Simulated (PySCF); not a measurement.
# [SiH3]− (SMILES [SiH3-]) at 6 levels

Wanted: a comparison of 6 runs (B2PLYP/6-31G, UPBE0/6-31G, UMP2/6-31G, BCCD(T)/6-31G, NEVPT2(2,2)/6-31G, UCCSD(T)/6-31G) of [SiH3]−. 

Program for the calculation: PySCF 2.14.0.

## Step 1: The system as given

The species is [SiH3]− (4 atoms), meant as a singlet with charge -1. As SMILES, `[SiH3-]`. The Si1–H3 distance was set to 3.400 Å, away from the relaxed value. At this shape a bond of the SMILES string is far longer than usual.

Bond lengths: Si1–H2 1.546 Å, Si1–H4 1.546 Å. Angles: H2–Si1–H4 94.1°.

## Step 2: The energy at B2PLYP/6-31G (run 1)

Contents of input.py:

```python
from pyscf import gto, dft, mp

mol = gto.M(
    atom='''
Si     2.920679     2.700277    -1.493163
H      2.706951     3.972063     1.127509
H     -0.564083    -2.425841     0.201823
H      0.638835     4.141949    -2.609802
''',
    basis='6-31g',
    max_memory=1860,
    verbose=3,
    unit='bohr',
    charge=-1,
)

mf = dft.RKS(mol)
mf.xc = '0.53*HF + 0.47*B88, 0.73*LYP'
mf.grids.level = 5
mf.conv_tol = 1e-10
mf.kernel()
if not mf.converged:
    mf = mf.newton().run(mf.mo_coeff, mf.mo_occ)

pt = mp.MP2(mf, frozen=5).run()
etot = mf.e_tot + 0.27 * pt.e_corr
print('PT2 part  %.8f' % (0.27 * pt.e_corr))
print('Final energy', etot)
```

Started as:

```console
$ OMP_NUM_THREADS=1 python input.py
```

Output:

```text
converged SCF energy = -290.927509094156
E(RMP2) = -291.030296258226  E_corr = -0.102787164070334
E(SCS-RMP2) = -291.045242211577  E_corr = -0.117733117421036
PT2 part  -0.02775253
Final energy -290.95526162845465
```

Wall time 2.2 s (1 thread of Arm Neoverse V1, shared host); peak memory 0.18 GiB.

## Step 3: A single-point energy at UPBE0/6-31G (run 2)

Contents of mol.xyz:

```xyz
4

Si     1.545557     1.428925    -0.790148
H      1.432457     2.101925     0.596652
H     -0.298500    -1.283700     0.106800
H      0.338057     2.191825    -1.381048
```

Contents of calc.py:

```python
from pyscf import gto, dft

molecule = gto.Mole()
molecule.atom = 'mol.xyz'
molecule.verbose = 3
molecule.spin = 0
molecule.basis = '6-31g'
molecule.charge = -1
molecule.max_memory = 1860
molecule.build()

mf = dft.UKS(molecule, xc='pbe0')
mf.grids.level = 5
mf.conv_tol = 1e-10
mf.kernel()
if not mf.converged:
    mf = mf.newton().run(mf.mo_coeff, mf.mo_occ)
for _ in range(3):
    mo, _, stable, _ = mf.stability(return_status=True)
    if stable:
        break
    mf.kernel(mf.make_rdm1(mo, mf.mo_occ))

etot = mf.e_tot
print(f'total energy: {etot:.8f} hartree')
```

Started as:

```console
$ OMP_NUM_THREADS=1 python calc.py
```

Output:

```text
converged SCF energy = -290.986478790964  <S^2> = 2.9002578e-10  2S+1 = 1
<class 'pyscf.dft.uks.UKS'> wavefunction has an internal instability
converged SCF energy = -290.994529819792  <S^2> = 0.55679952  2S+1 = 1.7964404
<class 'pyscf.dft.uks.UKS'> wavefunction is stable in the internal stability analysis
total energy: -290.99452982 hartree
```

Wall time 14 s (1 thread of Arm Neoverse V1, shared host); peak memory 0.33 GiB.

## Step 4: A single-point energy at UMP2/6-31G (run 3)

Contents of input.py:

```python
from pyscf import gto, mp

mol = gto.Mole()
mol.atom = 'Si 1.545557 1.428925 -0.790148; H 1.432457 2.101925 0.596652; H -0.298500 -1.283700 0.106800; H 0.338057 2.191825 -1.381048'
mol.basis = '6-31g'
mol.verbose = 3
mol.max_memory = 1860
mol.charge = -1
mol.build()

mf = mol.UHF()
mf.conv_tol = 1e-10
mf.kernel()
if not mf.converged:
    mf = mf.newton().run(mf.mo_coeff, mf.mo_occ)
for _ in range(3):
    mo, _, stable, _ = mf.stability(return_status=True)
    if stable:
        break
    mf.kernel(mf.make_rdm1(mo, mf.mo_occ))

pt = mp.MP2(mf, frozen=5).run()
e_final = pt.e_tot
print(f'total energy: {e_final:.8f} hartree')
```

Started as:

```console
$ OMP_NUM_THREADS=1 python input.py
```

Output:

```text
converged SCF energy = -290.456006372087  <S^2> = 3.7483616e-10  2S+1 = 1
<class 'pyscf.scf.uhf.UHF'> wavefunction has an internal instability
converged SCF energy = -290.490412280528  <S^2> = 0.89976178  2S+1 = 2.1445389
<class 'pyscf.scf.uhf.UHF'> wavefunction is stable in the internal stability analysis
E(UMP2) = -290.536999808362  E_corr = -0.0465875278344489
E(SCS-UMP2) = -290.542355897023  E_corr = -0.0519436164953506
total energy: -290.53699981 hartree
```

It took 0.89 s on 1 thread of Arm Neoverse V1, shared host; peak memory 0.12 GiB.

Runs 4 to 5 aren't shown in full; the table further down has their settings and results.

## Step 5: A single-point energy at UCCSD(T)/6-31G (run 6)

Contents of start.xyz:

```xyz
4
H3Si
Si     1.545557     1.428925    -0.790148
H      1.432457     2.101925     0.596652
H     -0.298500    -1.283700     0.106800
H      0.338057     2.191825    -1.381048
```

Contents of job.py:

```python
from pyscf import gto, cc

molecule = gto.M(
    atom='start.xyz',
    verbose=3,
    charge=-1,
    max_memory=1860,
    basis='6-31g',
)

hf = molecule.UHF()
hf.conv_tol = 1e-10
hf.kernel()
if not hf.converged:
    hf = hf.newton().run(hf.mo_coeff, hf.mo_occ)
for _ in range(3):
    mo, _, stable, _ = hf.stability(return_status=True)
    if stable:
        break
    hf.kernel(hf.make_rdm1(mo, hf.mo_occ))

mycc = cc.CCSD(hf, frozen=5)
mycc.kernel()
e_t = mycc.ccsd_t()
e_tot = mycc.e_tot + e_t
print('Final energy', e_tot)
```

Started as:

```console
$ OMP_NUM_THREADS=1 python job.py
```

Output:

```text
converged SCF energy = -290.456006372087  <S^2> = 3.7483616e-10  2S+1 = 1
<class 'pyscf.scf.uhf.UHF'> wavefunction has an internal instability
converged SCF energy = -290.490412280528  <S^2> = 0.89976178  2S+1 = 2.1445389
<class 'pyscf.scf.uhf.UHF'> wavefunction is stable in the internal stability analysis
E(UCCSD) = -290.5619446201305  E_corr = -0.07153233960292199
UCCSD(T) correction = -0.00218540435427362
Final energy -290.56413002448477
```

Wall time 1.2 s (1 thread of Arm Neoverse V1, shared host); peak memory 0.12 GiB.

## Step 6: All runs side by side

| run | level | frozen core orbitals | follow instability | energy (Eh) | HOMO energy (eV) | LUMO energy (eV) | HOMO–LUMO gap (eV) | wall time |
| --- | --- | --- | --- | --- | --- | --- | --- | --- |
| 1 | B2PLYP/6-31G | 5 | – | -290.955262 | -0.27 | 3.80 | 4.07 | 2.2 s |
| 2 | UPBE0/6-31G | – | yes | -290.994530 | 0.43 | 3.07 | 2.64 | 14 s |
| 3 | UMP2/6-31G | 5 | yes | -290.537000 | -1.10 | 6.73 | 7.82 | 0.89 s |
| 4 | BCCD(T)/6-31G | 5 | – | -290.565519 | – | – | – | 1.4 s |
| 5 | NEVPT2(2,2)/6-31G | – | – | -290.550745 | -1.31 | 5.45 | 6.76 | 0.97 s |
| 6 | UCCSD(T)/6-31G | 5 | yes | -290.564130 | -1.10 | 6.73 | 7.82 | 1.2 s |

## Step 7: Outcome

| quantity | value |
| --- | --- |
| run 6: total energy | -290.56413 Eh |
| run 6: HOMO energy (Hartree–Fock orbitals) | -1.10 eV |
| run 6: LUMO energy (Hartree–Fock orbitals) | 6.73 eV |
| run 6: HOMO–LUMO gap (to an unbound level, set by the basis) | 7.82 eV |
| run 6: correlation energy (5 core orbitals frozen) | -73.7 mEh |
| run 6: (T) correction | -2.19 mEh |
| run 6: ⟨S²⟩ of the reference determinant | 0.900 |
| run 6: T1 diagnostic | 0.085 |

What this shows: Totals of different functionals can't be ranked against each other. In run 2 the HOMO lies above zero, so the outermost electron may be held by the basis alone. Spin contamination of the reference: run 3 ⟨S²⟩ = 0.90, run 6 ⟨S²⟩ = 0.90, run 2 ⟨S²⟩ = 0.56. Where it is this large, the reference is a mixture of spin states, and values that rest on it are in doubt. All runs together took 21 s, the longest 14 s.
